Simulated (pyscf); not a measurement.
PySCF, gas phase, ωB97X-D3(BJ)/def2-SVP geometries.

**Question.** HO–Sn:–OH (SMILES [OH][Sn][OH]) [singlet] + CH₃• (SMILES [CH3]) -> [O=Sn–OH]• (SMILES [O]=[Sn][OH]) + CH₄ (SMILES C)
Surface: doublet. Broken: H–O. Formed: C–H. Give ΔE‡ and ΔE from ωB97M-D3(BJ)/def2-TZVP, relative to the separated reactants.

**Answer.** ΔE‡ = 57.7 kJ/mol, ΔE = +39.4 kJ/mol. Zero-point energy shifts the barrier by -0.8 kJ/mol. It is a hydrogen abstraction, with an imaginary mode of 1603i cm⁻¹. On the product side the descent ends in a complex (not fully relaxed), 21.0 kJ/mol under the separated species and 37.1 kJ/mol under the saddle at ωB97X-D3(BJ)/def2-TZVP. This is the saddle that the search found; another between the same sides may lie lower. The angle at the transferred H is 172°. Elements past Kr carry the def2 core potentials, without spin-orbit coupling.
